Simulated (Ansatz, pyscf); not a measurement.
CH₄ (SMILES C) + Cl• (SMILES [Cl]) → H₃C–Cl (SMILES CCl) + H• (SMILES [H]), a substitution at C on the doublet surface: C–H broken, C–Cl formed. PySCF, gas phase, ωB97X-D3(BJ)/def2-SVP geometries. Wave-function energies: Ansatz (an electronic-structure program), frozen core, RHF or UHF references. In kJ/mol, from the separated reactants.

```csv
level,barrier,reaction energy
M06-2X/def2-TZVP,168.79,+96.64
PBE/def2-TZVP,130.19,+84.03
CCSD(T)/cc-pV(D+d)Z,204.83,+119.37
CCSDT(Q)/cc-pV(D+d)Z,___,___
CCSD(T)/cc-pV(T+d)Z,188.20,+113.86
CCSD(T)/cc-pV(Q+d)Z,___,+106.86
```

Problem. Complete the blanks.

Solution. 
- CCSDT(Q)/cc-pV(D+d)Z, barrier: 202.97
- CCSDT(Q)/cc-pV(D+d)Z, reaction energy: +118.98
- CCSD(T)/cc-pV(Q+d)Z, barrier: 179.16

In cc-pV(D+d)Z, going from CCSD(T) to CCSDT(Q) shifts the barrier by -1.85 and the reaction energy by -0.38 kJ/mol. With HF in the quadruple-zeta basis and the correlation energy extrapolated as X⁻³ from X = 3, 4, CCSD(T) gives 172.72 and +102.09; adding the double-zeta shift gives ΔE‡ = 170.87 and ΔE = +101.71 kJ/mol, without core correlation, relativity or geometry relaxation at these levels. Abstraction by the radical was not located in this set and often lies lower. One saddle was located; it need not be the lowest between these sides. The angle at the attacked C is 180°. The CCSD(T) − MP2 part came from Ansatz, without density fitting, on the same reference. Left out: the spin-orbit lowering of Cl.
